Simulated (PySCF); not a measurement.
carbon disulfide (CS2), SMILES S=C=S. Atoms are numbered in the order given.

```xyz
3

S      0.0000     0.0000     1.5483
C      0.0000     0.0000     0.0000
S      0.0000     0.0000    -1.5483
```
Charge 0, spin multiplicity 1.

Coordinates come from a PBE0-D3(BJ)/def2-TZVP optimisation.

The numbers are results of PBE0-D3(BJ)/def2-TZVP in PySCF, not measurements.

Frequencies are harmonic and unscaled.

Modes within 1.5 cm⁻¹ of each other (mostly degenerate sets) share a row, with their intensities summed.

```tsv
mode	ν (cm⁻¹)	IR (km/mol)	moving atoms (share of kinetic energy)
1–2	413	5.6	C 84 %, S 16 %
3	692	0.0	S 100 %
4	1598	694.6	C 84 %, S 16 %
```
